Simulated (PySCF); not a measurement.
Choosing a basis for TDDFT

2,2-dimethylbutane, C6H14.
Structure used (PBE0-D3(BJ)/def2-SVP), in Å, numbered top down from 1:
```
atom  x, y, z in Å
C1     2.0739   -0.6063    0.1119
C2     0.9870    0.1062   -0.6787
C3    -0.4202    0.1377   -0.0503
C4    -1.3471    0.8962   -1.0033
C5    -0.9583   -1.2824    0.1416
C6    -0.3943    0.8618    1.2981
H7     2.2312   -0.1501    1.1013
H8     1.8405   -1.6704    0.2696
H9     3.0349   -0.5607   -0.4225
H10    1.3003    1.1493   -0.8629
H11    0.9028   -0.3594   -1.6769
H12   -0.9978    1.9297   -1.1582
H13   -2.3733    0.9443   -0.6054
H14   -1.3912    0.4057   -1.9889
H15   -0.9637   -1.8369   -0.8108
H16   -0.3554   -1.8554    0.8625
H17   -1.9920   -1.2602    0.5219
H18    0.2216    0.3287    2.0383
H19    0.0100    1.8817    1.1933
H20   -1.4103    0.9457    1.7156
```

TDDFT with PBE0 (PySCF), vertical singlets, core orbitals frozen in the response, spherical d and f functions. Geometry: PBE0-D3(BJ)/def2-SVP; no solvent, vibrations or thermal averaging.

Q: How do the low singlets change with the basis? Take 6-31G*, 6-31+G*, def2-SVP, aug-cc-pVDZ and def2-TZVP.

A: 

```
      basis  functions  diffuse  S1 (eV)  S2 (eV)  S3 (eV)  S4 (eV)  S5 (eV)  LUMO (eV)  α (au)
     6-31G*        112       no     9.61     9.79     9.81    10.47    10.87       2.38    64.4
    6-31+G*        136      yes     8.02     8.21     8.23     8.53     8.65       0.42    71.7
   def2-SVP        154       no     9.01     9.18     9.21     9.79    10.10       1.57    67.5
aug-cc-pVDZ        264      yes     7.61     7.80     7.83     8.17     8.25      -0.08    77.6
  def2-TZVP        270       no     8.49     8.68     8.69     9.31     9.48       1.00    75.0
```

States are compared by their number. Against the largest diffuse basis here (aug-cc-pVDZ, itself not a converged limit), sets without diffuse functions differ by up to 2.00 eV in S1 and 2.62 eV in S5; the smaller diffuse sets differ by up to 0.41 and 0.40 eV. State by state, the largest deviation of a set without diffuse functions is S1 2.00, S2 2.00, S3 1.98, S4 2.30, S5 2.62 eV. The same number needn't mean the same state in each row. Against aug-cc-pVDZ the polarisability deviates by -17% in 6-31G*, -8% in 6-31+G*, -13% in def2-SVP, -3% in def2-TZVP. A single + in a Pople set puts diffuse functions on heavy atoms only.
